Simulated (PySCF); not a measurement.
# MgF under other conditions

How does MgF answer to another spin, charge, distance or environment?

Computed with PySCF 2.14.0. Level: method and basis as typed in the scripts.

**1. Starting geometry**

MgF: 2 atoms, charge 0, spin multiplicity 2.

Bond lengths: Mg1–F2 1.649 Å.

**2. Base script**

The input, input.py:

```python
from pyscf import gto, scf

mol = gto.M(
    atom='Mg 0 0 0; F 0 0 1.649',
    basis='cc-pcvdz',
    charge=0,
    spin=1,
    verbose=3,
)
mf = scf.UHF(mol)
mf.kernel()
mf.nuc_grad_method().kernel()
mf.dip_moment()
print('orbital energies (hartree):', [e[max(0, n-3):n+3].round(4) for e, n in zip(mf.mo_energy, mol.nelec)])
```

Started as:

```bash
$ OMP_NUM_THREADS=1 python input.py
```

Its log is not repeated here.

In short: E(SCF) = -299.097373 Eh, ⟨S²⟩ = 0.750, μ = 2.76 D, gradient on the second atom -0.0588 Eh/bohr.

The bond length is a typed value, not an optimised one.

**3. Bond 1.451 Å**

Variant 1 changes bond length: 1.649 Å → 1.451 Å.

The input, input.py:

```python
from pyscf import gto, scf

mol = gto.M(
    atom='Mg 0 0 0; F 0 0 1.451',
    basis='cc-pcvdz',
    charge=0,
    spin=1,
    verbose=3,
)
mf = scf.UHF(mol)
mf.kernel()
mf.nuc_grad_method().kernel()
mf.dip_moment()
print('orbital energies (hartree):', [e[max(0, n-3):n+3].round(4) for e, n in zip(mf.mo_energy, mol.nelec)])
```

Started as:

```bash
$ OMP_NUM_THREADS=1 python input.py
```

**4. Electric field 0.01 a.u.**

Variant 2 changes electric field: none → 0.01 a.u.; step after the SCF: gradient → analyze.

The input, input.py:

```python
from pyscf import gto, scf

mol = gto.M(
    atom='Mg 0 0 0; F 0 0 1.649',
    basis='cc-pcvdz',
    charge=0,
    spin=1,
    verbose=3,
)
mf = scf.UHF(mol)
field = 0.01  # electric field along z, atomic units
h = mf.get_hcore() + field*mol.intor('int1e_r')[2]
mf.get_hcore = lambda *args: h
e_nuc = mol.energy_nuc() - field*mol.atom_charges() @ mol.atom_coords()[:, 2]
mf.energy_nuc = lambda *args: e_nuc
mf.kernel()
mf.analyze()
print('orbital energies (hartree):', [e[max(0, n-3):n+3].round(4) for e, n in zip(mf.mo_energy, mol.nelec)])
```

**5. Charge -1 (triplet)**

Variant 3 changes charge: 0 → -1; spin (2S): 1 → 2.

input.py, as its differences from that of step 2:

```diff
@@ -5,4 +5,4 @@
     basis='cc-pcvdz',
-    charge=0,
-    spin=1,
+    charge=-1,
+    spin=2,
     verbose=3,
```

**6. Bond 4.947 Å**

Variant 4 changes bond length: 1.649 Å → 4.947 Å.

input.py, as its differences from that of step 2:

```diff
@@ -3,3 +3,3 @@
 mol = gto.M(
-    atom='Mg 0 0 0; F 0 0 1.649',
+    atom='Mg 0 0 0; F 0 0 4.947',
     basis='cc-pcvdz',
```

**7. Charge +1 (triplet)**

Variant 5 changes charge: 0 → 1; spin (2S): 1 → 2.

input.py, as its differences from that of step 2:

```diff
@@ -5,4 +5,4 @@
     basis='cc-pcvdz',
-    charge=0,
-    spin=1,
+    charge=1,
+    spin=2,
     verbose=3,
```

**8. Quartet**

Variant 6 changes spin (2S): 1 → 3.

input.py, as its differences from that of step 2:

```diff
@@ -6,3 +6,3 @@
     charge=0,
-    spin=1,
+    spin=3,
     verbose=3,
```

**Question.** What will these runs give? Wanted: for each run, E(SCF); from base; gap, α spin; SCF dipole.

As calculated:

```
                     run  E(SCF) (hartree)  from base (eV)  gap, α spin (eV)  SCF dipole (D)
                    base       -299.097373               0              8.80            2.76
            bond 1.451 Å       -299.037325         +1.6340              8.65            1.98
electric field 0.01 a.u.       -299.087835         +0.2595              9.12            2.10
     charge -1 (triplet)       -299.062590         +0.9465              4.51             n/a
            bond 4.947 Å       -298.849383         +6.7481              3.91           19.86
     charge +1 (triplet)       -298.678693        +11.3929              9.28             n/a
                 quartet       -298.842202         +6.9436              5.11            2.43
```

In words: The largest comparable shift of the SCF energy, +6.944 eV, comes with the run “quartet”. At the SCF level, adding an electron (to the triplet) costs 0.95 eV at fixed geometry; correlation, diffuse functions and relaxation can still bind it. At the SCF level, going to the triplet with one electron fewer costs 11.39 eV at fixed geometry, which need not be the lowest ionisation. The quartet solution found lies 6.94 eV above the base doublet at this geometry and level. With bond 4.947 Å the frontier gap moves by over 1.5 eV, which can mean another electronic state rather than the bond length alone.
